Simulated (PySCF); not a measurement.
Löwdin shares of the frontier orbitals

Compound: 1,2-propanediol, C3H8O2.
SMILES with atom numbers: `[CH3:1][C@H:2]([OH:3])[CH2:4][OH:5]` (hydrogens: H6, H7, H8 on C1; H9 on C2; H10 on O3; H11, H12 on C4; H13 on O5)

Cartesian coordinates in Å at the PBE0-D3(BJ)/def2-TZVP level; atoms count from 1:
```
atom  x, y, z in Å
C1    -1.179    0.580   -0.410
C2    -0.125   -0.498   -0.278
O3    -0.302   -1.259    0.911
C4     1.282    0.062   -0.182
O5     1.447    0.881    0.950
H6    -2.184    0.147   -0.408
H7    -1.058    1.125   -1.349
H8    -1.100    1.292    0.414
H9    -0.165   -1.164   -1.153
H10   -1.236   -1.451    1.018
H11    1.993   -0.775   -0.168
H12    1.498    0.675   -1.060
H13    1.135    0.364    1.700
```

Computed with PySCF 2.14.0, density-fitted response routines, TDDFT CAM-B3LYP/aug-cc-pVTZ, vertical, gas phase, core orbitals frozen in the response. Isolated species at its PBE0-D3(BJ)/def2-TZVP geometry (one conformer only).

Kohn–Sham orbitals with the atoms that hold most of them (Löwdin shares over 4%, at most four atoms; ? is withheld):

| orbital | ε (eV) | atoms |
| --- | --- | --- |
| HOMO-3 | -11.50 | O3 39%, O5 14%, C1 13%, C2 11% |
| HOMO-2 | -10.82 | O5 35%, C4 20%, C2 11%, O3 11% |
| HOMO-1 | -9.75 | ? |
| HOMO | ? | ? |
| LUMO | 0.09 | H10 27%, H6 22%, H9 12%, H7 9% |
| LUMO+1 | 0.54 | H9 18%, H12 13%, H10 11%, C1 11% |
| LUMO+2 | 0.67 | H7 21%, H11 17%, H6 12%, H10 10% |

Q: Which atoms hold the HOMO-1, and with what shares?

A: O3 (bonded to C and H) 50%; C2 (bonded to 2 C, O and H) 19%; C1 (bonded to C and 3 H) 8%; H9 (bonded to C) 7%. By element: oxygen 50% or more, carbon 26% or more, hydrogen 7% or more.

Q: Which atoms hold the HOMO, and with what shares?

A: O5 (bonded to C and H) 54%; C4 (bonded to C, O and 2 H) 18%; C2 (bonded to 2 C, O and H) 7%; H13 (bonded to O) 6%. By element: oxygen 54% or more, carbon 25% or more, hydrogen 6% or more.

Q: What is the HOMO energy, and the HOMO–LUMO gap?

A: ε(HOMO) = -9.29 eV; the gap is 9.39 eV (0.3449 hartree).

Q: How does S1 compare with the orbital gap of 9.39 eV?

A: S1 is at 6.81 eV (f = 0.0052), 2.57 eV below the gap, made of HOMO-1→LUMO (40%), HOMO→LUMO (29%). Its leading pair isn't HOMO and LUMO; the energies of that pair differ by 9.85 eV. 

Next come S2 at 6.90 eV (f 0.0049), HOMO-1→LUMO (33%), HOMO→LUMO (27%), HOMO→LUMO+3 (16%); S3 at 7.45 eV (f 0.027), HOMO→LUMO+1 (64%), HOMO→LUMO (12%); S4 at 7.73 eV (f 0.0039), HOMO→LUMO+3 (32%), HOMO→LUMO (21%), HOMO→LUMO+1 (13%); S5 at 7.84 eV (f 0.044), HOMO-1→LUMO+1 (71%).

Without π bonds the low states are Rydberg-like; a valence basis with one diffuse set may place them up to an eV too high.
